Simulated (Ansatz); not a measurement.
**Ruthenium, hcp: revPBE0 after revPBE**

Aim: see what exact exchange does to the levels, and what it costs. Spin polarisation is left out. The geometry was relaxed under revPBE beforehand and is kept. Exact exchange is dear, so the k-mesh is coarse, and revPBE is run on the same mesh for comparison.

Computed with Ansatz 0.2.0 (DFT, plane waves (420 eV) with PBE-made PAW files, scalar-relativistic; functionals as named at each step, unless a step says otherwise).

### Step 1. The structure to begin with

Symmetry: P6_3/mmc, No. 194, hexagonal system. Conventional cell: a = 2.733 Å, b = 2.733 Å, c = 4.303 Å, α = 90.00°, β = 90.00°, γ = 120.00°. Around Ru (site symmetry -6m2) lie 12 Ru at 2.67 to 2.73 Å.

Coordinates:

```
CELL_PARAMETERS angstrom
2.73298 0.00000 0.00000
-1.36649 2.36683 0.00000
0.00000 0.00000 4.30333
ATOMIC_POSITIONS crystal
Ru 0.33333 0.66667 0.25000
Ru 0.66667 0.33333 0.75000
```

### Step 2. revPBE on the coarse mesh

The run with revPBE.

File input.yaml:

```yaml
crystal:
  lattice:
    - [2.7329762505, 0.0, 0.0]
    - [-1.3664881252, 2.3668268609, 0.0]
    - [0.0, 0.0, 4.3033319774]
  atoms:
    - { symbol: Ru, position: [0.3333333333, 0.6666666667, 0.25] }
    - { symbol: Ru, position: [0.6666666667, 0.3333333333, 0.75] }
hamiltonian:
  xc: revpbe
  pseudopotentials:
    kind: paw
    azcp:
      Ru: "pseudopotentials/Ru.paw.azcp"
basis:
  ecutwfc: 420
  fft_grid_basis: typed
kpoints:
  mp_grid: { grid: [7, 7, 4], shift: [0, 0, 0] }
magnetization:
  spin_polarized: false
scf:
  occupations: { method: fermi_dirac, width: 0.1 }
```

The program printed, cut to the lines that bear on the results:

```text
Warning: RAYON_NUM_THREADS=4 ignored (pool sized by the plan → 4); use --threads N
[...]
Pseudopotentials: kind: paw
Pseudopotential: Ru, paw, valence charge 16, recommended cutoff 420 eV (normal), <dir>
Functional definition: revPBE
[...]
Crystal: 2 atoms, lattice volume = 27.836 Å³
Basis set: ecut = 420 eV, 537 PW (Γ)
Bands: 20, of which v1, the nominal top of the filled ones, is band 16 counted from 1 (15 counted from 0)
Symmetry: 24 space group operations
Space group: P63/mmc (ITA 194), of the structure as read, at distance tolerance 3.0e-5 Å
k-points: 24 of 196
[...]
SCF iter   1: F=—  HF=-11767.739896 eV  |F-HF|=—  |Δ(HF+E_count)|=         —  Δρ=9.08e-3  dr2=8.13e-3  ethr=1.77e-3  ⟨swp⟩=5.1  Hψ=4305  notcnv=0  defer=7
[...]
SCF iter   6: F=-11767.741663 eV  HF=-11767.741663 eV  |F-HF|=2.36e-11  |Δ(HF+E_count)|=   2.79e-8  Δρ=2.07e-6  dr2=3.39e-10  ethr=8.10e-11  ⟨swp⟩=1.0  Hψ=1515  notcnv=0
[...]
SCF converged after 6 iterations
Free energy (F): -11767.741663 eV
[...]
E sigma→0 (E₀):  -11767.698974 eV
Entropy (-TS):   -0.085378 eV (-42.689 meV/atom)
Fermi energy:    22.914388 eV
[...]
```

Wall time 0.71 s (4 threads of an Arm CPU, shared host); peak memory 0.33 GiB.

### Step 3. revPBE0, coarse mesh

The run with revPBE0.

Changes to input.yaml since step 2:

```diff
@@ -9,3 +9,3 @@
 hamiltonian:
-  xc: revpbe
+  xc: revpbe0
   pseudopotentials:
```

The program printed, cut to the lines that bear on the results:

```text
Warning: RAYON_NUM_THREADS=4 ignored (pool sized by the plan → 4); use --threads N
[...]
[... 2 set-up lines as earlier in the session ...]
Functional definition: revPBE0
[...]
Crystal: 2 atoms, lattice volume = 27.836 Å³
Basis set: ecut = 420 eV, 537 PW (Γ)
Bands: 20, of which v1, the nominal top of the filled ones, is band 16 counted from 1 (15 counted from 0)
[... 2 set-up lines as earlier in the session ...]
k-points: 24 of 196
[...]
SCF iter   1: F=—  HF=-11767.740530 eV  |F-HF|=—  |Δ(HF+E_count)|=         —  Δρ=8.89e-3  dr2=6.56e-3  ethr=1.77e-3  ⟨swp⟩=5.3  Hψ=1762  notcnv=0
[...]
Frozen-core exchange: fock
[...]
hybrid outer 1: dexx = +8.986e-3 eV, tail = 6.88e-3 eV
Frozen-core exchange: fock
[...]
SCF 3 stopped early in 4 iterations: F = -11767.131840 eV  dr2 = 2.07e-4
[...]
SCF iter   2: F=-11767.132529 eV  HF=-11767.132529 eV  |F-HF|=5.09e-11  |Δ(HF+E_count)|=   4.37e-9  Δρ=1.06e-6  dr2=7.32e-10  ethr=1.00e-12  ⟨swp⟩=4.0  Hψ=1390  notcnv=0
[...]
hybrid outer 4: dexx = +6.455e-9 eV, tail = 6.66e-9 eV, Δε = 2.55e-4 eV (about 8.34e-5 eV left of the loop's levels)
hybrid SCF converged: 4 outer / 19 inner (+6 warm-up), last move |dexx| = 6.46e-9 eV, tail = 6.66e-9 eV
Stability not checked: this state was not tested for a lower state beside it, because the functional holds exact exchange (a hybrid, or Hartree-Fock), whose exchange loop this test does not read (fock_operator; see scf.lower_state_search)
Free energy (F): -11767.132529 eV
Frozen-core exchange: fock
[...]
E sigma→0 (E₀):  -11767.117591 eV
Entropy (-TS):   -0.029877 eV (-14.938 meV/atom)
Fermi energy:    22.530255 eV
[...]
--- Band table (eV; the first three rows and the last of 24) ---
  k-point 0: bands = ["-55.4120", "-55.1924", "-24.5812", "-23.4953", "-23.4953", "-23.3251", "-23.3050", "-23.3050", "13.3650", "15.2275", "19.0864", "19.0864", "19.3444", "19.8465", "19.8465", "20.3512", "20.3512", "24.0777", "24.3123", "24.3123"]
[...]
```

Wall time 10 s (4 threads of an Arm CPU, shared host); peak memory 0.93 GiB.

### Step 4. The functionals compared

| functional | gap on the mesh | Fermi energy (eV) | SCF cycles | exchange loops | CPU time |
| --- | --- | --- | --- | --- | --- |
| revPBE | none (levels filled in part) | 22.914 | 6 | - | 1.6 s |
| revPBE0 | none (levels filled in part) | 22.530 | 25 | 4 | 33 s |

### Step 5. Summary of results

```
                             quantity                         value
                          revPBE: gap  none (levels filled in part)
                         revPBE0: gap  none (levels filled in part)
  revPBE0: SCF cycles, exchange loops                         25, 4
revPBE0: CPU time over that of revPBE                            20
```

What this shows: Both revPBE and revPBE0 leave levels filled in part. revPBE0 cost 20 times the CPU time of revPBE. The exchange operator of revPBE0 was renewed in 4 outer loops. The total energies in the logs cannot be compared from one functional to another.
